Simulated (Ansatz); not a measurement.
**How methods differ on BSiH5 (BH2(SiH3))**

BSiH5 has 7 atoms, charge 0, and is taken as a singlet. As SMILES, `[H]B([H])[SiH3]`. The shape is that of a GFN2-xTB optimisation.

```
atom    x (Å)    y (Å)    z (Å)
   B   0.5955   1.0386   0.0060
   H   1.7651   1.0769   0.0274
   H   0.0392   2.0670  -0.0480
  Si  -0.3777  -0.6580   0.0184
   H  -1.7138  -0.6057   0.6330
   H   0.3005  -1.7642   0.7131
   H  -0.6090  -1.1546  -1.3498
```

Quantity: the energy change with the Si4–H7 bond stretched from 1.474 to 2.211 Å, in eV. The values are calculated.

| level | kind | program | value (eV) | less FCI/STO-3G | CPU time (all runs) |
| --- | --- | --- | --- | --- | --- |
| SVWN5/STO-3G (restricted) | LDA | Ansatz | 2.87 | +0.09 | 1.3 s |
| BLYP/STO-3G (restricted) | GGA | Ansatz | 2.70 | -0.08 | 2 s |
| revPBE/STO-3G (restricted) | GGA | Ansatz | 2.73 | -0.05 | 2 s |
| r2SCAN/STO-3G (restricted) | meta-GGA | Ansatz | 3.00 | +0.22 | 4.5 s |
| BHLYP/STO-3G (restricted) | global hybrid | Ansatz | 3.44 | +0.66 | 1.9 s |
| wB97X/STO-3G (restricted) | range-separated hybrid | Ansatz | 3.35 | +0.57 | 9.4 s |
| CCSDTQ/STO-3G (restricted) | coupled cluster or CI | Ansatz | 2.78 | 0.00 | 6.3 s |
| FCI/STO-3G | exact in the basis | Ansatz | 2.78 | 0.00 | 21 s |

FCI/STO-3G is exact within its basis and frozen core, so for wave-function methods in that basis the difference is their error; functionals converge differently with the basis, so for them it is only a difference. The first shape isn't each level's own minimum. The values span 2.70 to 3.44 eV. All rows use very small basis sets, so none should be taken for the real molecule's value. Times are those of the runs behind each value, whatever else they computed, on shared processors of several kinds: orders of magnitude only.
